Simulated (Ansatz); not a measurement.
**SiC (quintet): wave-function methods side by side, def2-TZVPP**

The task here is to estimate one member of a computed series from the others.

Computed with Ansatz 0.2.0, Gaussian basis. Level: def2-TZVPP, core rule «outside noble gas», up to 6 orbitals frozen.

The runs, in order: UHF; ROHF; CCSD(T) on UHF.

2 further runs of the same task are left out: 2 set aside as unsound or not needed.

## The system

The geometry is a PBE0/def2-TZVP stationary point (not a proven minimum) of the parent state, kept for this charge and spin.

2 atoms, charge 0, spin multiplicity 5.

Atoms are counted from 1 here; the program's logs count them from 0.

Bond lengths: Si1–C2 1.710 Å.

The first run:

Input file in.yaml:

```yaml
crystal:
  periodic: [false, false, false]
  atoms:
    - {symbol: Si, position_ang: [0.000000, 0.000000, 0.000000]}
    - {symbol: C, position_ang: [0.000000, 0.000000, 1.709998]}
basis:
  gaussian: {orbitals: def2-TZVPP}
magnetization: {spin_polarized: true, initial_magnetization: 4}
hamiltonian: {xc: hf}
output: {orbitals: {seedname: orbitals}}
```

The run is started by

```bash
ansatz run in.yaml --threads 1 --pin off --events-out ev --progress --plain --max-ram 2560MiB --backend cpu
```

Steps of the session up to this table: UHF; ROHF; CCSD(T) on UHF.

One table of the session follows, with a row left open; its other results are not shown here.

```
  method  from UCCSD(T) (kcal/mol)
    ROHF                   +119.95
     UHF                   +116.30
    UMP2                         ?
   UCCSD                     +5.13
UCCSD(T)                         0
```

Estimate the missing values for UMP2.

**Answer.** from UCCSD(T) (kcal/mol): +26.96. In the column «from UCCSD(T) (kcal/mol)» it lies between UCCSD (+5.13) and UHF (+116.30).
